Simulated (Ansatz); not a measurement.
Relaxing Ti

The calculation used DFT PBEsol, scalar-relativistic, plane waves, PAW in Ansatz. Cutoff 420 eV, Γ-centred k mesh, Gaussian smearing, no spin polarisation in the final step.

The start puts Ti on the dhcp structure type (P6_3/mmc, No. 194), at a guessed volume.

```
CELL_PARAMETERS angstrom
2.96549 0.00000 0.00000
-1.48274 2.56819 0.00000
0.00000 0.00000 9.56428
ATOMIC_POSITIONS crystal
Ti 0.00000 0.00000 0.00000
Ti 0.00000 0.00000 0.50000
Ti 0.33333 0.66667 0.75000
Ti 0.66667 0.33333 0.25000
```

Cell and atoms relax at zero pressure; the relaxation can't lower the symmetry of the start. After a coarse first stage the cell is made exact in the group found at 0.06 Å.

Energies count from the standard state of Ti at the same level.

(1) Describe the relaxed structure.

(2) What are its volume, energy, density and gap?

Results:

(1) It keeps P6_3/mmc (No. 194). The result has the dhcp structure. Conventional cell: a = 2.899 Å, c = 9.236 Å. Ti on Wyckoff site a (2 atoms of the primitive cell) has 12 Ti at 2.85–2.90 Å; Ti on Wyckoff site d (2 atoms of the primitive cell) is coordinated by 12 Ti at 2.85–2.90 Å.

```
Ti
1.0
     2.89899    0.00000    0.00000
    -1.44949    2.51060    0.00000
     0.00000    0.00000    9.23642
Ti
4
Cartesian
  0.0000 0.0000 0.0000
  0.0000 0.0000 4.6182
  0.0000 1.6737 6.9273
  1.4495 0.8369 2.3091
```

(2) The volume per atom is 16.81 Å³, the density is 4.73 g/cm³ and the energy over the standard structure is 0.05 eV/atom. The gap on the 18×18×6 mesh is 0 eV (a metal).

The final run used a 18×18×6 mesh on its 4-atom cell and 0.10 eV smearing. For metals, differences of a few meV/atom aren't resolved. Symmetry constrained the relaxation, so the result can be a saddle point. The steps took about 100 core-seconds in all.